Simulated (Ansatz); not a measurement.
# AlN2: the cost of one run

Program: Ansatz 0.2.0, Gaussian basis. Level of theory: def2-QZVPP, core rule «outside noble gas», up to 7 orbitals frozen. These are calculated values, not measurements.

Plan: UHF; ROHF; CCSD(T) on UHF.

## (1) What is computed

The geometry is a PBE0/def2-TZVP stationary point (not a proven minimum) of the parent state, kept for this charge and spin.

3 atoms, charge 1, spin multiplicity 5.

Atoms are counted from 1 here; the program's logs count them from 0.

Bond lengths: Al1–N2 1.785 Å, N2–N3 1.137 Å. Angles: Al1–N2–N3 180.0°.

As a file:

```
Al    0.00000    0.00000    1.56920
N     0.00000    0.00000   -0.21600
N     0.00000    0.00000   -1.35320
```

## (2) UHF

Contents of in.yaml:

```yaml
crystal:
  periodic: [false, false, false]
  atoms:
    - {symbol: Al, position_ang: [0.000000, 0.000000, 1.569200]}
    - {symbol: N, position_ang: [0.000000, 0.000000, -0.216000]}
    - {symbol: N, position_ang: [0.000000, 0.000000, -1.353200]}
basis:
  gaussian: {orbitals: "def2-QZVPP.json"}
total_charge: 1
magnetization: {spin_polarized: true, initial_magnetization: 4}
hamiltonian: {xc: hf}
output: {orbitals: {seedname: orbitals}}
```

Started as:

```
> ansatz run in.yaml --threads 1 --pin off --events-out ev --progress --plain --max-ram 2393MiB
```

What time and memory should one allow on 1 thread of Intel Xeon 6975P-C, shared host?

About 19 s, with a peak of 0.41 GiB.
